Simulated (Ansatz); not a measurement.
A search over several starts for the lowest SCF solution of the cluster Li3H6⁻ at the given spin, in a small basis.

```yaml
crystal:
  periodic: [false, false, false]
  atoms:
    - {symbol: Li, position_ang: [-0.458754, -1.246968, -1.034517]}
    - {symbol: Li, position_ang: [0.414662, 0.419751, 0.493766]}
    - {symbol: Li, position_ang: [-1.125636, 1.028960, -1.237639]}
    - {symbol: H, position_ang: [1.105167, -1.188532, -0.101250]}
    - {symbol: H, position_ang: [0.182673, 1.985992, -0.413659]}
    - {symbol: H, position_ang: [1.226500, -0.533010, 2.015329]}
    - {symbol: H, position_ang: [-1.332709, -0.161045, 0.219164]}
    - {symbol: H, position_ang: [-1.077789, -0.313184, -2.476729]}
    - {symbol: H, position_ang: [1.065886, 0.008016, 2.535545]}
basis:
  gaussian: {orbitals: def2-SVP}
total_charge: -1
magnetization: {spin_polarized: true, initial_magnetization: 0}
hamiltonian: {xc: pbe0, dispersion: d4}
output: {orbitals: {seedname: orbitals}}
```

```sh
$ ansatz run in.yaml --threads 4 --pin off --events-out ev --progress --plain --max-ram 3916MiB
```

It prints (some lines left out):

```
Functional definition: PBE0
695 factors; integrals over basis functions are off by at most 7.6e-4 eV
mean field evaluation 1: about -707.3657 eV, gradient 1.2e1 eV
mean field evaluation 2: about -708.5638 eV, gradient 4.4e0 eV
mean field evaluation 4: about -708.7898 eV, gradient 3.6e-1 eV
mean field evaluation 8: about -708.7905 eV, gradient 6.3e-3 eV
mean field -708.79046688 eV, -26.0475692222 hartree, gradient 4.9e-5 eV, S^2 0.000000; 0 other end points of the search recorded, 0 dependent functions left out
reference -708.79052962 eV, -26.0475715282 hartree; 8, 8 occupied and 49, 49 virtual orbitals, 695 factors
Total energy: -708.95835293 eV, -26.0537389210 hartree
```

It took 0.55 s on 4 threads of Arm Neoverse V2 on a shared host.

The structure comes from a short search, and lower isomers may exist.
